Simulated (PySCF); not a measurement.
# r2SCAN/def2-TZVPPD run of NH3 (ammonia)

What is the energy change on altering one bond length of NH3 (ammonia) at r2SCAN/def2-TZVPPD? Input form: a Python script.

Program for the calculation: PySCF 2.14.0.

4 further runs of the same task are left out: 4 set aside as unsound or not needed.

### 1 The system as given

NH3: 4 atoms, total charge 0, spin state singlet. As SMILES, `N`. The coordinates come from a GFN2-xTB relaxation.

Bond lengths: N1–H2 1.013 Å, N1–H3 1.013 Å, N1–H4 1.013 Å. Angles: H2–N1–H3 107.7°, H2–N1–H4 107.7°, H3–N1–H4 107.7°.

### 2 A single-point energy at r2SCAN/def2-TZVPPD

The input, calc.py:

```python
from pyscf import gto, dft

mol = gto.M(
    atom='''
N   -0.068160   0.242830   0.108060
H    0.491930  -0.300470   0.753380
H   -0.891960  -0.300620  -0.118350
H    0.468190   0.358250  -0.743090
''',
    spin=0,
    max_memory=1860,
    verbose=3,
    basis='def2-tzvppd',
)

calc0 = dft.RKS(mol, xc='r2scan')
calc0.grids.level = 5
calc0.conv_tol = 1e-10
calc0.kernel()
if not calc0.converged:
    calc0 = calc0.newton().run(calc0.mo_coeff, calc0.mo_occ)

etot = calc0.e_tot
print(f'total energy: {etot:.8f} hartree')
```

Command:

```bash
OMP_NUM_THREADS=1 python calc.py
```

Log:

```text
converged SCF energy = -56.5497741434766
total energy: -56.54977414 hartree
```

Run time: 12 s. Hardware: 1 thread of Arm Neoverse V1, shared host; peak memory 0.48 GiB.

### 3 The distorted shape

The input, job.py:

```python
from pyscf import gto, dft

molecule = gto.M(
    atom='''
N     -0.635613     0.349819     1.008477
H      0.422804    -0.676870     2.227955
H     -2.192370    -0.677153     0.580624
H      0.884751     0.676994    -1.404237
''',
    basis='def2-tzvppd',
    verbose=3,
    charge=0,
    unit='bohr',
    max_memory=1860,
)

mf = dft.RKS(molecule, xc='r2scan')
mf.grids.level = 5
mf.conv_tol = 1e-10
mf.kernel()
if not mf.converged:
    mf = mf.newton().run(mf.mo_coeff, mf.mo_occ)

energy = mf.e_tot
print('Final energy', energy)
```

Command:

```bash
OMP_NUM_THREADS=1 python job.py
```

Log:

```text
converged SCF energy = -56.4655201398011
Final energy -56.465520139801086
```

Run time: 13 s. Hardware: 1 thread of Arm Neoverse V1, shared host; peak memory 0.48 GiB.

### 4 Outcome

Level: r2SCAN/def2-TZVPPD.

| quantity | value |
| --- | --- |
| first shape: total energy | -56.54977 Eh |
| first shape: dipole moment | 1.46 D |
| first shape: HOMO energy | -6.39 eV |
| first shape: LUMO energy | 0.57 eV |
| first shape: HOMO–LUMO gap | 6.96 eV |
| distorted shape: total energy | -56.46552 Eh |
| distorted shape: dipole moment | 1.35 D |
| distorted shape: HOMO energy | -6.43 eV |
| distorted shape: LUMO energy | -1.85 eV |
| distorted shape: HOMO–LUMO gap | 4.58 eV |
| energy change with the N1–H4 bond stretched from 1.013 to 1.519 Å | 2.293 eV |

What this shows: With the N1–H4 bond stretched from 1.013 to 1.519 Å the energy rises by 2.29 eV (53 kcal/mol). The first shape isn't relaxed at this level, so the change isn't measured from a minimum. Mulliken charges (first shape) run from -0.32 on N1 to +0.11 on H2; in a basis this large or diffuse they mean little.
